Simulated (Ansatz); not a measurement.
Ansatz (a quantum-chemistry and plane-wave program) job for H2S, SMILES S (connectivity only; charge and spin as stated), charge +1, multiplicity 2, ωB97X-V/def2-TZVPD. Geometry optimised at PBE0-D3(BJ)/def2-TZVPD. The multiplicity is an assumed one; other spin states were not compared.

Ansatz 0.2 input:
```yaml
crystal:
  periodic: [false, false, false]
  atoms:
    - {symbol: S, position_ang: [0.00000000, 0.00000000, 0.10441967]}
    - {symbol: H, position_ang: [0.00000000, -0.98768021, -0.83535737]}
    - {symbol: H, position_ang: [0.00000000, 0.98768021, -0.83535737]}
basis:
  gaussian:
    orbitals: def2-TZVPD
hamiltonian:
  xc: {name: wB97X-V}
total_charge: 1
magnetization: {spin_polarized: true, initial_magnetization: 1}
```

Output:

```
WARN ansatz: RAYON_NUM_THREADS=1 ignored (pool sized by the plan → 1); use --threads N
Functional definition: wB97X-V
integrals: 0.02 GiB planned
398 factors; their error is unknown
integrals: 0.05 GiB planned
131 factors; integrals over basis functions are off by at most 3.6e-5 eV
mean field: 0.22 GiB planned
mean field evaluation 1: about -10855.7209 eV, gradient 1.1e1 eV
mean field evaluation 2: about -10856.1546 eV, gradient 5.4e0 eV
mean field evaluation 4: about -10856.2315 eV, gradient 1.8e-1 eV
mean field evaluation 8: about -10856.2485 eV, gradient 1.0e-2 eV
mean field -10856.24847757 eV, -398.9597729211 hartree, gradient 5.3e-5 eV, S^2 0.754224; 0 other end points of the search recorded, 0 dependent functions left out
reference -10856.24847675 eV, -398.9597728910 hartree; 9, 8 occupied and 55, 56 virtual orbitals, 398 factors
Total energy: -10856.24847675 eV, -398.9597728910 hartree
```

Self-consistency was reached.

Cost: very roughly 1.3 core-seconds.
